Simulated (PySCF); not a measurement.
C₃H₅F₃.
InChI=1S/C3H5F3/c1-2-3(4,5)6/h2H2,1H3

Computed with PySCF at CAM-B3LYP/def2-SVPD, non-relativistic, on one gas-phase PBE0-D3(BJ)/def2-SVP geometry that isn't relaxed in the solvent. The solvent is an IEF-PCM continuum (cavity from Bondi-type radii × 1.2), and excitations are vertical TDDFT with non-equilibrium linear response and a frozen core. Only the electrostatic response of the medium enters.

Gas-phase singlets (H = HOMO, L = LUMO):

| state | E (eV) | λ (nm) | f | leading configurations |
| --- | --- | --- | --- | --- |
| S1 | 9.800 | 127 | 0.001 | H-1→L 94% |
| S2 | 9.932 | 125 | 0.007 | H→L 93% |
| S3 | 10.626 | 117 | 0.010 | H-2→L 84%, H→L+1 9% |
| S4 | 10.752 | 115 | 0.119 | H-1→L+1 74%, H-1→L+2 16% |
| S5 | 10.849 | 114 | 0.104 | H→L+1 75%, H-2→L 8% |

Q: How does the list change in chloroform (ε = 4.711)?

A: 
| state | E (eV) | λ (nm) | f | leading configurations | change by rank (eV) |
| --- | --- | --- | --- | --- | --- |
| S1 | 9.722 | 128 | 0.003 | H→L 86%, H→L+1 8% | -0.078 |
| S2 | 9.916 | 125 | 0.009 | H-1→L 88% | -0.016 |
| S3 | 10.618 | 117 | 0.033 | H-2→L 69%, H-1→L+1 20% | -0.008 |
| S4 | 10.621 | 117 | 0.151 | H→L+1 57%, H→L+2 30% | -0.131 |
| S5 | 10.778 | 115 | 0.124 | H-1→L+1 56%, H-2→L 20%, H-3→L 8% | -0.071 |

Q: Give the list for methanol (ε = 32.61), n² = 1.77.

A: 
```tsv
state	E (eV)	λ (nm)	f	leading configurations	change by rank (eV)
S1	9.712	128	0.003	H→L 82%, H→L+1 12%	-0.088
S2	9.921	125	0.007	H-1→L 85%, H-1→L+1 9%	-0.011
S3	10.599	117	0.130	H→L+1 57%, H→L+2 28%	-0.027
S4	10.609	117	0.041	H-2→L 62%, H-1→L+1 24%	-0.143
S5	10.759	115	0.107	H-1→L+1 50%, H-2→L 24%	-0.090
```

Q: How do the frontier levels move from gas to methanol?

A: 
| orbital | gas (eV) | solvent (eV) | change (eV) |
| --- | --- | --- | --- |
| LUMO+2 | 2.33 | 2.52 | +0.19 |
| LUMO+1 | 1.97 | 2.09 | +0.12 |
| LUMO | 1.22 | 1.43 | +0.21 |
| HOMO | -11.86 | -11.46 | +0.40 |
| HOMO-1 | -11.87 | -11.58 | +0.29 |
| HOMO-2 | -12.60 | -12.27 | +0.33 |
| HOMO-3 | -13.37 | -13.28 | +0.09 |

The HOMO–LUMO gap goes from 13.08 to 12.89 eV. Rows go by rank; for HOMO-3, HOMO-1, HOMO and LUMO the atom shares or the degeneracy differ between the runs, so the row needn't follow one orbital.

Conformer computed: `[CH3:1][CH2:2][C:3]([F:4])([F:5])[F:6]`: C1–C2–C3–F4 -60°.
